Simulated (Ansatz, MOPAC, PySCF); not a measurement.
System: hydrogen cyanide, CHN (charge 0, singlet). SMILES: N#C
Coordinates optimised at B3LYP-D3(BJ)/def2-TZVP (Ansatz, an electronic-structure program):
```
C
N 1 1.1462
H 1 1.0667 2 180.00
```

Property: vertical ionisation energy to the doublet, in eV. Terms: 6-311+G** with 5d; PM7 with its own dispersion and hydrogen-bond terms; dispersion terms only where a functional's name holds one; valence correlation only; no spin-orbit coupling; open shells spin-unrestricted; non-relativistic; each state is the SCF solution reached for its charge and spin; 6-31G* and kin with 6d, 5d where marked. CBS(X,Y): correlation extrapolated as X^-3; Hartree-Fock from the larger set. Ab initio and DFT rows: single points at B3LYP-D3(BJ) geometries (Ansatz). Semi-empirical rows: differences of heats of formation at the shared geometry for vertical values.

Measured values: CCCBDB table in ASE; they hold spin-orbit and core effects. For C#N (CHN) (vertical ionisation energy to the doublet) the tabulated value and CCSD(T)/CBS(def2-TZVPPD,def2-QZVPPD) (Ansatz) part by 0.27 eV: another conformer or state, missing terms or a fault of the table's entry are possible. 

Value to compare with, the measured value: 13.61 eV.

| level | program | vertical ionisation energy to the doublet (eV) | error |
|---|---|---|---|
| PM6 | MOPAC | 12.63 | -0.98 |
| PM7 | MOPAC | 13.95 | 0.34 |
| MNDO | MOPAC | 13.40 | -0.21 |
| HF/6-31G* | Ansatz | 12.04 | -1.57 |
| PBE/6-31G* | Ansatz | 13.64 | 0.03 |
| B3LYP/STO-3G | Ansatz | 13.02 | -0.59 |
| B3LYP/6-31G* | Ansatz | 13.62 | 0.01 |
| M06-2X/6-31G* (5d) | PySCF | 13.65 | 0.04 |
| MP2/6-311+G** | Ansatz | 13.96 | 0.35 |
| wB97M-V/def2-TZVPD | Ansatz | 13.62 | 0.01 |
| CCSD(T)/CBS(def2-TZVPPD,def2-QZVPPD) | Ansatz | 13.88 | 0.27 |

Among the 9 habitual levels, HF/6-31G* lies farthest from the measured value (-1.57 eV); 5 of 9 lie above it, and their mean absolute error is 0.46 eV, the median 0.34. One case shows no general order.

The levels are drawn from those run, B3LYP/6-31G* more often than the rest, none by its result; runs whose electronic state is in doubt are left out.
